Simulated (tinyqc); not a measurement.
Worked calculation: MP2 on RHF in the sto-3g basis, for HF, spin multiplicity 1. One step of it, computed by the program tinyqc.

Problem. Orthogonalisation. S = U s U^T; symmetric (Loewdin) form X = U s^(-1/2) U^T, so that X^T S X = 1.

overlap S, order 1F 1s, 1F 2s, 1F 2px, 1F 2py, 1F 2pz, 2H 1s:
```
[[1.000000, 0.237990, 0.000000, 0.000000, 0.000000, 0.058477],
 [0.237990, 1.000000, 0.000000, 0.000000, 0.000000, 0.497824],
 [0.000000, 0.000000, 1.000000, 0.000000, 0.000000, 0.000000],
 [0.000000, 0.000000, 0.000000, 1.000000, 0.000000, 0.000000],
 [0.000000, 0.000000, 0.000000, 0.000000, 1.000000, 0.372523],
 [0.058477, 0.497824, 0.000000, 0.000000, 0.372523, 1.000000]]
```

Give: eigenvalues of S; X.

Solution.

eigenvalues of S: [0.3632, 0.8463, 1.0000, 1.0000, 1.1198, 1.6707]

X, order 1F 1s, 1F 2s, 1F 2px, 1F 2py, 1F 2pz, 2H 1s:
```
[[1.0235, -0.1357, 0.0000, 0.0000, -0.0090, 0.0249],
 [-0.1357, 1.1599, 0.0000, 0.0000, 0.1010, -0.3432],
 [0.0000, 0.0000, 1.0000, 0.0000, 0.0000, 0.0000],
 [0.0000, 0.0000, 0.0000, 1.0000, 0.0000, 0.0000],
 [-0.0090, 0.1010, 0.0000, 0.0000, 1.0741, -0.2526],
 [0.0249, -0.3432, 0.0000, 0.0000, -0.2526, 1.2076]]
```
